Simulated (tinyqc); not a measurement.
The basis set: RHF and MP2 along a ladder of basis sets, for LiH, spin multiplicity 1. Computed by the program tinyqc with PySCF. Same geometry throughout; the dipole is taken about the origin.

Geometry (angstrom):
```
atom,x,y,z
Li,0.0000,0.0000,0.0000
H,0.0000,0.0000,1.4300
```

RHF and frozen-core MP2 in a ladder of bases:
```
basis,functions,E(RHF) (hartree),E(MP2 corr) (hartree),HOMO (eV),LUMO (eV),dipole (debye)
sto-3g,6,-7.861915,-0.011587,-8.1361,2.1600,4.8258
3-21g,11,-7.923130,-0.012168,-8.3656,0.1782,5.5558
6-31g,11,-7.973024,-0.012057,-8.4201,0.3491,5.6054
cc-pvdz,19,-7.978423,-0.022699,-8.4172,0.1190,5.6224
cc-pvtz,44,-7.981915,-0.027518,-8.4342,0.0771,5.6188
```

Estimate the missing row, basis = 6-31g**.

Computed row:
```
basis    functions  E(RHF) (hartree)  E(MP2 corr) (hartree)  HOMO (eV)  LUMO (eV)  dipole (debye)
6-31g**         19         -7.975246              -0.020652    -8.4067     0.3467          5.5779
```

From cc-pVDZ to cc-pVTZ the RHF energy falls by 3.5 mhartree and the correlation energy by 4.8. If valence correlation converges as X^-3, (27 E(T) - 8 E(D))/19 gives -0.0295 hartree, a rough estimate from such small X that usually falls short; STO-3G holds about 39 % of it. Beyond STO-3G the LUMO moves by 0.3 eV and the HOMO by 0.1 eV.
